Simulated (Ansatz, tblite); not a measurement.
Cost and result up the ladder for Al2H2 (the lowest singlet isomer of a short search) (4 atoms). Total charge 0; singlet. Geometry: PBE-D4/def2-TZVP.

```tsv
atom	x (Å)	y (Å)	z (Å)
Al1	-0.464	-1.193	0.261
Al2	1.100	0.704	0.037
H3	-0.548	0.552	0.846
H4	-0.088	-0.063	-1.144
```

Ansatz on 4 threads of Arm Neoverse V1 on a shared host; xTB runs through tblite on one thread. Times are rough, summed over both states, and most runs start from the orbitals of an earlier one. B2PLYP/def2-TZVP serves as the yardstick here, not as an exact answer. The other state is a triplet at its own geometry, which has other bonds, so the gap mixes isomer and spin.

The xTB rows come from tblite. B3LYP takes the VWN-RPA correlation. Correlated methods freeze 10 core orbitals. In CCSD on the charge 0 triplet the largest single amplitude is 0.26, so its Hartree–Fock determinant may place the open shell otherwise than the density functionals do. The structure comes from a short search, and lower isomers may exist.

Run but left out: HF/def2-TZVP, HF/def2-TZVPP (singlet: restricted singlet, unstable towards broken spin symmetry); MP2/def2-TZVP, MP2/def2-TZVPP (triplet: a determinant that CCSD turns far, T1 0.087).

Correlated methods converge slowly with the basis.

xTB has no spin-polarisation term.

| level | functions | wall time |
| --- | --- | --- |
| GFN1-xTB | 22 | 0.004 s |
| GFN2-xTB | 20 | 0.004 s |
| LDA (SPW92)/def2-TZVP | 86 | 0.65 s |
| PBE-D4/def2-TZVP | 86 | 1.1 s |
| revPBE-D4/def2-TZVP | 86 | 1.1 s |
| B3LYP-D4/def2-TZVP | 86 | 1.2 s |
| RPA@PBE/def2-TZVP | 86 | 1.6 s |
| PBE0-D4/def2-TZVP | 86 | 1.7 s |
| B2PLYP/def2-TZVP | 86 | 1.9 s |
| r2SCAN-D4/def2-TZVP (with forces) | 86 | 2.8 s |
| r2SCANh-D4/def2-TZVP | 86 | 2.8 s |
| CCSD(T)/def2-TZVPP | 112 | 3.3 s |

Problem. Estimate what each level gives for the triplet − singlet (eV).

Solution. 
| level | triplet − singlet (eV) | difference from B2PLYP/def2-TZVP (eV) | remarks |
| --- | --- | --- | --- |
| GFN1-xTB | 4.77 | 4.03 | – |
| GFN2-xTB | 2.27 | 1.53 | – |
| LDA (SPW92)/def2-TZVP | 0.75 | 0.02 | – |
| PBE-D4/def2-TZVP | 0.66 | -0.08 | – |
| revPBE-D4/def2-TZVP | 0.65 | -0.09 | – |
| B3LYP-D4/def2-TZVP | 0.77 | 0.03 | – |
| RPA@PBE/def2-TZVP | 0.75 | 0.01 | – |
| PBE0-D4/def2-TZVP | 0.65 | -0.08 | – |
| B2PLYP/def2-TZVP | 0.74 | 0.00 | – |
| r2SCAN-D4/def2-TZVP (with forces) | 0.48 | -0.25 | – |
| r2SCANh-D4/def2-TZVP | 0.49 | -0.24 | – |
| CCSD(T)/def2-TZVPP | 0.79 | 0.05 | large T1 (0.029) (singlet), large T1 (0.087) (triplet), restricted SCF unstable (singlet) |
